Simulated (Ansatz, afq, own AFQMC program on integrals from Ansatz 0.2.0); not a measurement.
**N₂H₃, doublet in cc-pVDZ along one coordinate**

| atom | x (Å) | y (Å) | z (Å) |
| --- | --- | --- | --- |
| N | -0.0603 | -0.0531 | 0.6220 |
| N | 0.0341 | 0.1229 | -0.7009 |
| H | 0.2133 | -0.9277 | 1.0504 |
| H | 0.1666 | 0.7675 | 1.1607 |
| H | -0.0163 | -0.8095 | -1.1147 |

The N1–N2 distance is changed with both sides rigid. Energies in mEh count from this geometry (1.338 Å) at the same level; the start stands on UHF, each point on the determinant named.

Basis cc-pVDZ. Only valence electrons are correlated. Ansatz 0.2.0 and our own AFQMC program on the same integrals; the CISD trial comes from CCSD amplitudes, and released means the phaseless constraint is let go. Uncertainties: one standard error, sampling alone.

Cautions, each for one point or more: a spin-contaminated unrestricted determinant lies lower; higher spins were not checked; the ph-AFQMC/CISD walk drifts between its halves; unrestricted determinant spin contaminated; walk and cluster series may follow different spin states.

```csv
r(N1–N2) / Å,det.,T1,weight,⟨S²⟩,B2PLYP,PBE0,CCSD(T)
1.178,UHF,0.013,0.90,0.76,37.4,34.5,40.4
1.810,ROHF,0.037,0.84,pure,79.2,84.8,71.6
2.505,UHF¶,0.012,0.90,1.75,134.0§,140.7§,122.4
```

Q: Estimate the curve of phaseless AFQMC with a CISD trial, counted from the same start.

A: 
```csv
r(N1–N2) / Å,det.,T1,weight,⟨S²⟩,ph-AFQMC/CISD,released AFQMC
1.178,UHF,0.013,0.90,0.76,41.0 ± 0.7,40.5 ± 1.1
1.810,ROHF,0.037,0.84,pure,69.8 ± 1.6,68.2 ± 2.0*
2.505,UHF¶,0.012,0.90,1.75,122.2 ± 0.9,121.6 ± 1.4*
```

Weight is that of the determinant in the CISD state; at the start T1 is 0.020 and the weight 0.89, and ⟨S²⟩ is 0.76. ¶ marks points with a poor determinant and no full CI, where no value is sure; they don't count among the departures. An asterisk marks released energies that aren't shown to be converged. Symmetry can't show for every point that it stays on the start's state. § marks a functional whose ⟨S²⟩ is too high by over 0.1. Largest departures from phaseless AFQMC with a CISD trial: CCSD(T) 1.8 mEh at 1.810 (on ROHF) (within the noise). The walk's constraint bias lies outside its error bars, so these are departures and not errors. The functionals aren't scored here. In this small basis the wave-function levels are far from their limit, so their gap to the functionals isn't the functionals' error.
